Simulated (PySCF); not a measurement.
C₅H₉F.
Atom-mapped SMILES: `[CH3:1][CH2:2][C@@H:3]1[CH2:4][C@H:5]1[F:6]` (hydrogens: H7, H8, H9 on C1; H10, H11 on C2; H12 on C3; H13, H14 on C4; H15 on C5)

The same species was optimised twice, with GFN2-xTB and with PBE0-D3(BJ)/def2-SVP (PySCF), and the same property calculations (PySCF, gas phase) were run on both structures.

```json
{"coordinate": "C3–C4 (Å)", "GFN2-xTB": "1.507", "PBE0-D3(BJ)/def2-SVP": "1.515", "change": "+0.008"}
{"coordinate": "C5–F6 (Å)", "GFN2-xTB": "1.366", "PBE0-D3(BJ)/def2-SVP": "1.358", "change": "-0.008"}
{"coordinate": "C3–C5 (Å)", "GFN2-xTB": "1.493", "PBE0-D3(BJ)/def2-SVP": "1.485", "change": "-0.008"}
{"coordinate": "C4–C5 (Å)", "GFN2-xTB": "1.494", "PBE0-D3(BJ)/def2-SVP": "1.488", "change": "-0.006"}
{"coordinate": "C1–C2 (Å)", "GFN2-xTB": "1.526", "PBE0-D3(BJ)/def2-SVP": "1.521", "change": "-0.005"}
{"coordinate": "C2–C3 (Å)", "GFN2-xTB": "1.511", "PBE0-D3(BJ)/def2-SVP": "1.508", "change": "-0.003"}
{"coordinate": "C1–C2–C3 (°)", "GFN2-xTB": "111.3", "PBE0-D3(BJ)/def2-SVP": "112.9", "change": "+1.6"}
{"coordinate": "C2–C3–C5 (°)", "GFN2-xTB": "120.3", "PBE0-D3(BJ)/def2-SVP": "121.6", "change": "+1.3"}
{"coordinate": "C2–C3–C4 (°)", "GFN2-xTB": "120.4", "PBE0-D3(BJ)/def2-SVP": "121.2", "change": "+0.8"}
{"coordinate": "C3–C5–C4 (°)", "GFN2-xTB": "60.6", "PBE0-D3(BJ)/def2-SVP": "61.2", "change": "+0.6"}
{"coordinate": "C3–C4–C5 (°)", "GFN2-xTB": "59.7", "PBE0-D3(BJ)/def2-SVP": "59.3", "change": "-0.4"}
{"coordinate": "C4–C3–C5 (°)", "GFN2-xTB": "59.7", "PBE0-D3(BJ)/def2-SVP": "59.5", "change": "-0.2"}
{"coordinate": "C4–C5–F6 (°)", "GFN2-xTB": "118.1", "PBE0-D3(BJ)/def2-SVP": "118.0", "change": "-0.1"}
{"coordinate": "C3–C5–F6 (°)", "GFN2-xTB": "118.4", "PBE0-D3(BJ)/def2-SVP": "118.3", "change": "-0.1"}
{"coordinate": "C1–C2–C3–C4 (°)", "GFN2-xTB": "-83", "PBE0-D3(BJ)/def2-SVP": "-82", "change": "+1"}
```

Rotational constants: A = 9611, B = 1832, C = 1708 MHz (GFN2-xTB) against A = 9590, B = 1827, C = 1702 MHz (PBE0-D3(BJ)/def2-SVP). Point groups within 0.08 Å: C1 and C1.

On the GFN2-xTB structure: HOMO (eV) -7.84 [PBE0/pcSseg-1]; LUMO (eV) 1.60 [PBE0/pcSseg-1]; dipole (D) 1.85 [PBE0/pcSseg-1]; GIAO shielding of C1 (ppm) 172.0 [PBE0/pcSseg-1]; GIAO shielding of C2 (ppm) 158.2 [PBE0/pcSseg-1]; GIAO shielding of C3 (ppm) 163.7 [PBE0/pcSseg-1]; GIAO shielding of C4 (ppm) 173.2 [PBE0/pcSseg-1]; GIAO shielding of C5 (ppm) 110.4 [PBE0/pcSseg-1]; GIAO shielding of F6 (ppm) 404.4 [PBE0/pcSseg-1].

Q: What do these properties become on the PBE0-D3(BJ)/def2-SVP structure?

A: 
| property | level | on GFN2-xTB | on PBE0-D3(BJ)/def2-SVP | change |
| --- | --- | --- | --- | --- |
| HOMO (eV) | PBE0/pcSseg-1 | -7.84 | -7.91 | -0.07 |
| LUMO (eV) | PBE0/pcSseg-1 | 1.60 | 1.57 | -0.03 |
| dipole (D) | PBE0/pcSseg-1 | 1.85 | 1.79 | -0.06 |
| energy, GFN2-xTB geometry as zero (kcal/mol) | PBE0/pcSseg-1 | 0.0 | -0.5 | -0.5 |
| GIAO shielding of C1 (ppm) | PBE0/pcSseg-1 | 172.0 | 170.0 | -2.0 |
| GIAO shielding of C2 (ppm) | PBE0/pcSseg-1 | 158.2 | 157.4 | -0.8 |
| GIAO shielding of C3 (ppm) | PBE0/pcSseg-1 | 163.7 | 163.2 | -0.5 |
| GIAO shielding of C4 (ppm) | PBE0/pcSseg-1 | 173.2 | 171.5 | -1.7 |
| GIAO shielding of C5 (ppm) | PBE0/pcSseg-1 | 110.4 | 110.9 | +0.5 |
| GIAO shielding of F6 (ppm) | PBE0/pcSseg-1 | 404.4 | 402.7 | -1.7 |

The heavy atoms differ by 0.012 Å rms after alignment. Among bonds between heavy atoms C3–C4, C3–C5 and C5–F6 change most and about equally (-0.008 to +0.008 Å). Changes are differences of the printed values. Neither structure is proved a minimum here.

The values belong to the conformer `[CH3:1][CH2:2][C@@H:3]1[CH2:4][C@H:5]1[F:6]`: C1–C2–C3–C4 -82°.
